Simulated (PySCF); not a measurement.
Ionisation energies (eV) were calculated with PySCF 2.14 by MP2 (valence), UHF, PBE0, in another order, as differences of total energies without spin-orbit coupling. The measured values are between term centres (NIST).

```json
{"species": "Mg (x2c-TZVPall, spin-free X2C)", "measured": "7.646", "A": "6.621", "B": "7.211", "C": "7.570"}
{"species": "Cr (x2c-TZVPall, spin-free X2C)", "measured": "6.767", "A": "6.016", "B": "6.408", "C": "7.065"}
{"species": "Ge (x2c-TZVPall, spin-free X2C)", "measured": "7.925", "A": "7.414", "B": "7.758", "C": "7.920"}
{"species": "Kr (x2c-TZVPall, spin-free X2C)", "measured": "14.222", "A": "13.057", "B": "14.000", "C": "14.080"}
{"species": "Zr (x2c-TZVPall, spin-free X2C)", "measured": "6.639", "A": "5.187", "B": "5.978", "C": "6.285"}
{"species": "Tc (x2c-TZVPall, spin-free X2C)", "measured": "7.119", "A": "5.539", "B": "6.476", "C": "6.719"}
{"species": "Ru (x2c-TZVPall, spin-free X2C)", "measured": "7.365", "A": "6.297", "B": "6.900", "C": "7.460"}
{"species": "In⁺ (x2c-TZVPall, spin-free X2C)", "measured": "18.870", "A": "17.035", "B": "17.656", "C": "18.678"}
```

Question: Which column is which method?

Answer: A is UHF (mean error -1.17 eV); B is MP2 (valence) (mean error -0.52 eV); C is PBE0 (mean error -0.10 eV). Hartree-Fock lacks the correlation of the electron removed and comes out lowest. Valence MP2 in a finite basis recovers only part of the missing correlation, so it stays below experiment on average. PBE0, with a quarter of exact exchange, lies close to experiment on average.
